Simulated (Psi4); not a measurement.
# CH5BF− (SMILES C[BH2-]F), run twice

Aim: the energy in a field of CH5BF− at LCCSD/LANL2DZ (sfX2C, Cartesian functions, dipole perturbation λ (added as +λ·μ, a field of −λ) (0, 0.01, 0) a.u.).

Program for the calculation: Psi4 1.11.

6 further runs of the same task are left out: 2 that didn't finish, 4 set aside as unsound or not needed.

## Step 1: The structure to begin with

The species is CH5BF− (8 atoms), meant as a singlet with charge -1. SMILES: `C[BH2-]F`. The coordinates come from a GFN2-xTB relaxation.

Bond lengths: C1–B2 1.647 Å, B2–F3 1.455 Å, C1–H4 1.094 Å, C1–H5 1.093 Å, C1–H6 1.093 Å, B2–H7 1.227 Å, B2–H8 1.227 Å. Some angles: C1–B2–F3 109.2°, C1–B2–H7 111.1°, C1–B2–H8 111.2°, F3–B2–H7 107.4°, F3–B2–H8 107.4°, B2–C1–H4 111.1°, B2–C1–H5 112.1°, B2–C1–H6 112.0°, H7–B2–H8 110.6°, H4–C1–H5 107.2°.

## Step 2: Try one

The input, ch5bf.xyz:

```xyz
8
CH5BF
C     -0.631540     0.494350    -0.258780
B      0.558430    -0.523170     0.253040
F      1.822410     0.196230     0.281390
H     -1.599680    -0.014200    -0.285860
H     -0.440060     0.877130    -1.264440
H     -0.740590     1.361010     0.397950
H      0.338240    -0.921460     1.392730
H      0.692770    -1.469900    -0.516030
```

The input, calc.py:

```python
import psi4

psi4.set_memory('1600 MB')
psi4.set_num_threads(1)
psi4.set_output_file('psi4.out', False)

with open('ch5bf.xyz') as f:
    atoms = ''.join(f.readlines()[2:])
geom = psi4.geometry('-1 1\n' + atoms + 'symmetry c1\nno_reorient\nno_com')

psi4.set_options({
    'reference': 'rhf',
    'scf_type': 'pk',
    'freeze_core': True,
    'perturb_h': True,
    'perturb_with': 'dipole',
    'perturb_dipole': [0.0, 0.01, 0.0],
    'maxiter': 5,
    'fail_on_maxiter': False,
    'relativistic': 'x2c',
})

energy_value, wavefunction = psi4.energy("lccsd/LANL2DZ", return_wfn=True)
print('E =', round(energy_value, 9))
for k, v in sorted(psi4.core.scalar_variables().items()):
    print(f'{k:45s} {v:18.10f}')
```

The run is started by

```console
$ python calc.py
```

psi4.out:

```text
Psi4 1.11 release

Relativistic analytic gradients are not implemented yet, re-routing to finite differences.

   => Loading Basis Set <=

    Name: LANL2DZ
    Role: ORBITAL
    Keyword: BASIS

         ---------------------------------------------------------
                                   SCF
                              RHF Reference
                        1 Threads,   1525 MiB Core
         ---------------------------------------------------------

  ==> Geometry <==

    Molecular point group: c1
    Full point group: C1

    Geometry (in Angstrom), charge = -1, multiplicity = 1:

       Center              X                  Y                   Z               Mass
    ------------   -----------------  -----------------  -----------------  -----------------
         C           -0.631540000000     0.494350000000    -0.258780000000    12.000000000000
         B            0.558430000000    -0.523170000000     0.253040000000    11.009305360000
         F            1.822410000000     0.196230000000     0.281390000000    18.998403162730
[... 4 lines of this table left out ...]
         H            0.692770000000    -1.469900000000    -0.516030000000     1.007825032230

  Running in c1 symmetry.

[... 66 lines left out ...]
  perturb_with = DIPOLE         ------------------------------------------------------------
[... 36 lines left out ...]
                        Total Energy        Delta E     RMS |[F,P]|
[... 2 lines left out ...]
   @RHF iter   1:  -164.90375512801916   -9.52274e-01   1.25902e-02 ADIIS/DIIS
[... 1 line left out ...]
   @RHF iter   3:  -165.02540220157150   -2.41565e-02   8.21624e-04 ADIIS/DIIS
[... 1 line left out ...]
   @RHF iter   5:  -165.02616219244015   -9.89094e-05   5.83273e-05 DIIS
[... 1 line left out ...]
PsiException: Could not converge SCF iterations in 5 iterations.
[... 1 line left out ...]
  Energy and/or wave function did not converge, but proceeding anyway.
[... 28 lines left out ...]
  @RHF Final Energy:  -165.02616219244015
[... 4 lines left out ...]
    One-Electron Energy =                -367.9771020067058771
[... 1 line left out ...]
    Total Energy =                       -165.0261621924401538
[... 15 lines left out ...]
 Dipole Y            :         -3.4986059            3.6828872            0.1842814
[... 27 lines left out ...]
 OEINTS: Overlap, kinetic, potential, dipole, and quadrupole integrals
[... 51 lines left out ...]
        *                                                     *
        *                                                     *
        *******************************************************

  ==> Input parameters <==

        Freeze core orbitals?                 yes
        Use frozen natural orbitals?           no
        r_convergence:                  1.000e-07
        e_convergence:                  1.000e-06
        Number of DIIS vectors:                 8
        Number of frozen core orbitals:         3
        Number of active occupied orbitals:    10
        Number of active virtual orbitals:     24
        Number of frozen virtual orbitals:      0

  ==> Memory <==

        available memory =                           1525.88 mb
        minimum memory requirements for QCISD =         1.33 mb
        (T) algorithm:                                  1.10 mb (low-memory)
        memory requirements for QCISD(T) =              1.10 mb

  ==> Define tiling <==

        v(ab,cd) diagrams will be evaluated in   1 blocks.
        v(ab,ci) diagrams will be evaluated in   1 blocks over ov2.
        v(ab,ci) diagrams will be evaluated in   1 blocks over ov.

  Allocate cpu memory (     2.39 mb).....done.
  Initialize cpu memory..................done.

  Begin CEPA(0) iterations

   Iter  DIIS          Energy       d(Energy)          |d(T)|     time
      0   0 1   -0.2643450221   63.4103294829    0.2709308184        0
      1   1 1   -0.2790631265   -0.0147181044    0.0630300357        0
      2   2 1   -0.2924251156   -0.0133619891    0.0233573675        0
      3   3 1   -0.2943752067   -0.0019500911    0.0098631012        0
      4   4 1   -0.2947290229   -0.0003538162    0.0021199300        0
```

Standard output:

```text
Traceback (most recent call last):
  File "calc.py", line 23, in <module>
    energy_value, wavefunction = psi4.energy("lccsd/LANL2DZ", return_wfn=True)
RuntimeError:
Fatal Error:   CEPA iterations did not converge.
```

Wall time 4.5 s (1 thread of Intel Xeon Platinum 8259CL at 2.50GHz (Skylake/Cascade Lake), shared host); peak memory 0.2 GiB.

## Step 3: What went wrong

The SCF stopped at its cap without converging, and the program went on all the same: the numbers that follow in the log rest on unconverged orbitals.

The telling line is `Fatal Error:   CEPA iterations did not converge.`. What is wrong: the iteration cap is too low for convergence. The sound input differs in these keys, not all of which need be the cause: iteration cap at its default in place of 5; fail on maxiter at its default in place of no.

## Step 4: Try two

ch5bf.xyz is that of step 2.

The input, calc.py:

```python
import psi4

psi4.set_memory(1600000000)
psi4.set_num_threads(1)
psi4.set_output_file('output.dat', False)

with open('ch5bf.xyz') as f:
    atoms = ''.join(f.readlines()[2:])
m = psi4.geometry('-1 1\n' + atoms + 'symmetry c1\nno_reorient\nno_com')

psi4.set_options({
    'reference': 'rhf',
    'scf_type': 'pk',
    'freeze_core': True,
    'perturb_h': True,
    'perturb_with': 'dipole',
    'perturb_dipole': [0.0, 0.01, 0.0],
    'relativistic': 'x2c',
})

energy_value, wavefunction = psi4.energy("lccsd/LANL2DZ", return_wfn=True)
print(f'total energy {energy_value:.8f} hartree = {energy_value * 27.211386:.5f} eV')
```

The run is started by

```console
$ python calc.py
```

output.dat:

```text
[...]
  Running in c1 symmetry.
[...]
  Nuclear repulsion =   67.906942320658601
[...]
  Multiplicity = 1
[...]
  Nalpha       = 13
  Nbeta        = 13
[...]
    Number of basis functions: 37
[...]
    WARNING: The X2C and Dirac Hamiltonians have substatially different eigenvalues!
             This is probably caused by the recontraction of the basis set.
[...]
   @RHF iter   1:  -164.90375512801916   -9.52274e-01   1.25902e-02 DIIS/ADIIS
[...]
   @RHF iter  10:  -165.02616746436192   -4.77485e-12   6.94063e-09 DIIS
[...]
    Orbital Energies [Eh]
    ---------------------
    Doubly Occupied:
       1A    -26.005001     2A    -10.996672     3A     -7.358637
       4A     -1.279388     5A     -0.733958     6A     -0.474237
       7A     -0.383599     8A     -0.379931     9A     -0.345333
      10A     -0.336229    11A     -0.303911    12A     -0.183881
      13A     -0.164407
[...]
  @RHF Final Energy:  -165.02616746436192
   => Energetics <=
    Nuclear Repulsion Energy =             67.9069423206586009
    One-Electron Energy =                -367.9758498528760242
    Two-Electron Energy =                 135.0427400678554761
    Total Energy =                       -165.0261674643619187
[...]
 Multipole Moments:
 ------------------------------------------------------------------------------------
     Multipole            Electronic (a.u.)      Nuclear  (a.u.)        Total (a.u.)
 ------------------------------------------------------------------------------------
 L = 1.  Multiply by 2.5417464519 to convert [e a0] to [Debye]
 Dipole X            :        -27.4598234           25.8047394           -1.6550840
 Dipole Y            :         -3.4988527            3.6828872            0.1840345
 Dipole Z            :         -4.1527119            3.7215888           -0.4311231
 Magnitude           :                                                    1.7201857
[...]
      * SCS-MP2 total energy:                 -165.292958859340
[...]
      * MP2 total energy:                     -165.290507194284
[...]
```

Standard output:

```text
total energy -165.32091956 hartree = -4498.61136 eV
```

Wall time 4.2 s (1 thread of Intel Xeon Platinum 8259CL at 2.50GHz (Skylake/Cascade Lake), shared host); peak memory 0.2 GiB.

## Step 5: Summary of results

Level: LCCSD/LANL2DZ (sfX2C, Cartesian functions, dipole perturbation λ (added as +λ·μ, a field of −λ) (0, 0.01, 0) a.u.).

| quantity | value |
| --- | --- |
| total energy | -165.32092 Eh |
| HOMO–LUMO gap (to an unbound level, set by the basis) | 15.13 eV |
| correlation energy (3 core orbitals frozen) | -294.8 mEh |
